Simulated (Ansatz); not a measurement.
Basis sets compared for the cluster S₅⁺. Charge 1, multiplicity 2. Geometry PBE-D4/def2-SVP. Ansatz on 4 threads of AMD EPYC 7B13 on a shared host; times are rough, and most runs start from earlier orbitals.

```xyz
5

S    -1.078    0.069   -0.582
S     1.860   -0.376    0.906
S     1.419   -2.035    0.048
S     0.379    1.165    0.642
S    -2.579    1.178   -1.014
```

At PBE0-D4/def2-SVP, PBE0-D4/def2-TZVP the charge 1 doublet is spin-contaminated (final ⟨S²⟩ up to 0.95, 0.75 for a pure state). Another isomer (doublet) lies 0.90 eV lower at PBE0-D4/def2-TZVP; other spin states weren't run for this one.

```
           level  functions  energy (Eh)  HOMO (eV)  LUMO (eV)  wall time
 PBE-D4/def2-SVP         90   -1989.1963     -11.21     -10.52      1.1 s
PBE0-D4/def2-SVP         90   -1989.3122     -12.27     -10.08      1.6 s
```

(1) Estimate the rows for PBE-D4/def2-TZVP (with forces), PBE0-D4/def2-TZVP.

## Answers

(1) 
```json
{"level": "PBE-D4/def2-TZVP (with forces)", "functions": "185", "energy (Eh)": "-1989.9120", "HOMO (eV)": "-11.08", "LUMO (eV)": "-10.39", "wall time": "2.9 s"}
{"level": "PBE0-D4/def2-TZVP", "functions": "185", "energy (Eh)": "-1990.0269", "HOMO (eV)": "-12.09", "LUMO (eV)": "-9.87", "wall time": "5 s"}
```
